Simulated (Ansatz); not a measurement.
# What a trial cell of Sn3Cl2 relaxes into

The calculation used DFT PBE, scalar-relativistic, plane waves, PAW (Ansatz). Cutoff 420 eV, Γ-centred k mesh, Gaussian smearing, no spin polarisation in the final step.

This is the end of a relaxation of cell and atoms.

```yaml
crystal:
  lattice:
    - [2.89438, 1.67107, 10.17816]
    - [-2.89438, 1.67107, 10.17816]
    - [0.00000, -3.34215, 10.17816]
  atoms:
    - { symbol: Sn, position: [0.40355, 0.09645, 0.75000] }
    - { symbol: Sn, position: [0.75000, 0.40355, 0.09645] }
    - { symbol: Sn, position: [0.09645, 0.75000, 0.40355] }
    - { symbol: Sn, position: [0.59645, 0.90355, 0.25000] }
    - { symbol: Sn, position: [0.25000, 0.59645, 0.90355] }
    - { symbol: Sn, position: [0.90355, 0.25000, 0.59645] }
    - { symbol: Cl, position: [0.84252, 0.84252, 0.84252] }
    - { symbol: Cl, position: [0.65748, 0.65748, 0.65748] }
    - { symbol: Cl, position: [0.15748, 0.15748, 0.15748] }
    - { symbol: Cl, position: [0.34252, 0.34252, 0.34252] }
```

The zero of energy is the elements' standard structures at the same level (Cl₂ as a molecule); no fitted shifts are applied.

Task: What space group does it have?

Result: R-3c (No. 167). Conventional cell: a = 5.789 Å, c = 30.534 Å. Sn is coordinated by 2 Cl at 2.95 Å, 6 Sn at 3.28–3.47 Å and 2 Cl at 3.46 Å; around Cl lie 3 Sn at 2.95 Å, 3 Cl at 3.39 Å and 3 Sn at 3.46 Å.

Task: What is its formation energy per atom?

Result: -0.38 eV/atom.

Task: Is it a metal?

Result: Yes, bands cross the Fermi level on the 12×12×12 mesh.

The final run used a 12×12×12 mesh on its 10-atom cell and 0.10 eV smearing. For metals, differences of a few meV/atom aren't resolved. No dispersion correction is applied, so the spacing between layers, chains or molecules is poorly fixed, and with it the volume and density. The cell came from a trial start, so Sn3Cl2 may not exist in this structure.

Cost: 4 runs of about 19 core-minutes in all, on Arm Neoverse V2 (shared hosts).